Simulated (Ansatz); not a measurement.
# H5OSi2: composite energy at a relaxed geometry in Python

Aim: a composite energy at a relaxed geometry, for H5OSi2, run from a script.

All numbers are computed with Ansatz 0.2.0, driven from Python. The levels of theory stand in the script.

**1. Starting point**

Bond lengths: O1–Si2 1.627 Å, Si2–Si3 2.289 Å, O1–H4 0.978 Å, Si2–H5 1.498 Å, Si2–H6 1.500 Å, Si3–H7 1.546 Å, Si3–H8 1.440 Å. Angles: O1–Si2–Si3 109.1°, O1–Si2–H5 107.4°, O1–Si2–H6 109.3°, Si3–Si2–H5 111.1°, Si3–Si2–H6 110.7°, H5–Si2–H6 109.2°, Si2–O1–H4 111.8°, Si2–Si3–H7 110.7°, Si2–Si3–H8 112.4°, H7–Si3–H8 106.8°.

No structure file is read: the coordinates are typed or built in the script.

**2. Script**

h5osi2.py

```python
"""A composite energy for H5OSi2: DFT geometry, MP2 basis limit, coupled-cluster correction."""

import itertools

import ansatz
from ase.data import atomic_numbers, covalent_radii
import numpy as np

BASIS = "def2-SVP"
XC = "b3lyp"

GEOMETRY = """
O    -1.17210   -0.25720   -1.43030
Si    0.14350    0.31600   -0.66430
Si    0.56770   -0.98310    1.17150
H    -1.95660    0.30490   -1.27390
H     1.28430    0.26640   -1.63450
H    -0.09830    1.74050   -0.26140
H     1.83370   -0.49050    1.91040
H    -0.51010   -0.95410    2.12670
"""


def main() -> None:
    mol = ansatz.Crystal.molecule()
    for line in GEOMETRY.strip().splitlines():
        symbol, *xyz = line.split()
        mol = mol.atom(symbol, [float(v) for v in xyz])

    job = (
        mol.calculation()
        .basis(gaussian=BASIS)
        .functional(XC)
        .spin("collinear", total=1)
    )
    symbols = [site.symbol for site in mol.cartesian_sites]
    start = np.array([site.position_ang for site in mol.cartesian_sites], dtype=float)
    data = job.relax(force_tolerance=0.01, max_steps=100).run().report
    end = np.array(data["positions_ang"])
    # pairs closer than 1.2 times the sum of covalent radii, before or after
    radius = [covalent_radii[atomic_numbers[s]] for s in symbols]
    span = lambda where, i, j: np.linalg.norm(where[i] - where[j])
    bonded = [(i, j) for i, j in itertools.combinations(range(len(symbols)), 2) if min(span(start, i, j), span(end, i, j)) < 1.2 * (radius[i] + radius[j])]
    print("pair        before    after (A)")
    for i, j in bonded:
        print(f"{symbols[i]}{i}-{symbols[j]}{j}".ljust(10), f"{span(start, i, j):8.4f} {span(end, i, j):8.4f}")

    minimum = ansatz.Crystal.molecule()
    for symbol, place in zip(symbols, end):
        minimum = minimum.atom(symbol, place.tolist())
    at_minimum = minimum.calculation().spin("collinear", total=1)
    # MP2 extrapolated to the basis limit, plus the small-basis difference CCSD(T) - MP2
    level = lambda method, basis: at_minimum.basis(gaussian=basis).correlation(method).run().report
    small, large, cluster = level("mp2", "cc-pVDZ"), level("mp2", "cc-pVTZ"), level("ccsd_t", "cc-pVDZ")
    corr = lambda each: (each["free_energy_ev"] - each["reference_energy_ev"]) / 27.211386246
    mp2_limit = (27 * corr(large) - 8 * corr(small)) / 19
    pieces = {"HF / cc-pVTZ": large["reference_energy_ev"] / 27.211386246, "MP2 correlation, DZ-TZ limit": mp2_limit, "CCSD(T) - MP2 / cc-pVDZ": corr(cluster) - corr(small)}
    for name, value in pieces.items():
        print(f"{name:32s} {value:14.6f} Ha")
    print(f"{'sum':32s} {sum(pieces.values()):14.6f} Ha")
    print("T1 diagnostic", round(cluster["correlation"]["coupled_cluster"]["t1_diagnostic"], 4))


if __name__ == "__main__":
    main()
```

**3. Running it**

Started as:

```
> python h5osi2.py
```

Output:

```text
pair        before    after (A)
O0-Si1       1.6267   1.6745
O0-H3        0.9777   0.9643
Si1-Si2      2.2886   2.3557
Si1-H4       1.4984   1.4869
Si1-H5       1.5000   1.5006
Si2-H6       1.5464   1.4970
Si2-H7       1.4405   1.4982
HF / cc-pVTZ                        -655.696625 Ha
MP2 correlation, DZ-TZ limit          -0.514605 Ha
CCSD(T) - MP2 / cc-pVDZ               -0.054786 Ha
sum                                 -656.266016 Ha
T1 diagnostic 0.0136
```

Run time: 62 s. Hardware: 1 thread of Intel Xeon Platinum 8488C (Sapphire Rapids), shared host; peak memory 0.42 GiB.

Lines on the test bed's own set-up are left out of the output.

A comment line of the script is reworded here; the code is as run.

**4. Path of the relaxation of run 0**

Relaxation path:

```
step  E - E(step 1) (eV)  largest force component (eV/Å)
   1              0.0000                          2.1100
   2             -0.1266                          0.8765
   3             -0.1530                          0.2550
   4             -0.1592                          0.2831
   5             -0.1632                          0.0729
   6             -0.1643                          0.2594
   7             -0.1179                          1.9287
   8             -0.1703                          0.1713
   9             -0.1692                          0.5260
  10             -0.1720                          0.1042
  11             -0.1737                          0.0434
  12             -0.1720                          0.1098
  13             -0.1744                          0.0269
  14             -0.1748                          0.0183
  15             -0.1748                          0.0793
  16             -0.1749                          0.0343
  17             -0.1749                          0.0026
```

Step 1 is the start. Steps 7, 9, 12 were tried and not accepted.

Before: Bond lengths: O1–Si2 1.627 Å, Si2–Si3 2.289 Å, O1–H4 0.978 Å, Si2–H5 1.498 Å, Si2–H6 1.500 Å, Si3–H7 1.546 Å, Si3–H8 1.440 Å. Angles: O1–Si2–Si3 109.1°, O1–Si2–H5 107.4°, O1–Si2–H6 109.3°, Si3–Si2–H5 111.1°, Si3–Si2–H6 110.7°, H5–Si2–H6 109.2°, Si2–O1–H4 111.8°, Si2–Si3–H7 110.7°, Si2–Si3–H8 112.4°, H7–Si3–H8 106.8°.

After: Bond lengths: O1–Si2 1.674 Å, Si2–Si3 2.356 Å, O1–H4 0.964 Å, Si2–H5 1.487 Å, Si2–H6 1.501 Å, Si3–H7 1.497 Å, Si3–H8 1.498 Å. Angles: O1–Si2–Si3 111.2°, O1–Si2–H5 106.3°, O1–Si2–H6 111.2°, Si3–Si2–H5 109.2°, Si3–Si2–H6 110.3°, H5–Si2–H6 108.5°, Si2–O1–H4 117.2°, Si2–Si3–H7 114.1°, Si2–Si3–H8 114.0°, H7–Si3–H8 108.9°.

Run 0 is this relaxation; the runs after it count from 1.

**5. The runs side by side**

The 3 runs, in the order started:

```
run    basis  method  energy (eV)  <S²>  iterations in all  CPU time (s)
  1  cc-pVDZ     mp2  -17850.8157  0.76                 15           1.5
  2  cc-pVTZ     mp2  -17855.2778  0.76                 11           4.6
  3  cc-pVDZ  ccsd_t  -17852.3065  0.76                 49           6.5
```

**6. Results**

```
        quantity           value
   T1 diagnostic          0.0136
composite energy  -656.266016 Ha
   runs compared               3
```

In words: In CPU time, run 3 cost about 4.4 times as much as run 1. A T1 diagnostic under about 0.02 supports a single-reference treatment, as here. Run 0: The relaxation took 13 moves; the largest shift is 0.423 Å, of atom 4 (H). Reading the output:
- The sum leaves out core correlation, relativity, the Hartree-Fock basis error and zero-point energy; a DZ-TZ extrapolation is rough.
- The species is open-shell (spin multiplicity 2).
- b3lyp holds the VWN-RPA fit, as in Gaussian; the form of ORCA and Turbomole is b3lyp5.
- Inner cores stay frozen, so this is valence correlation.
- For Al to Cl the sets with a tight d function, cc-pV(X+d)Z, are usual.
- An extrapolation from small basis sets is rough.
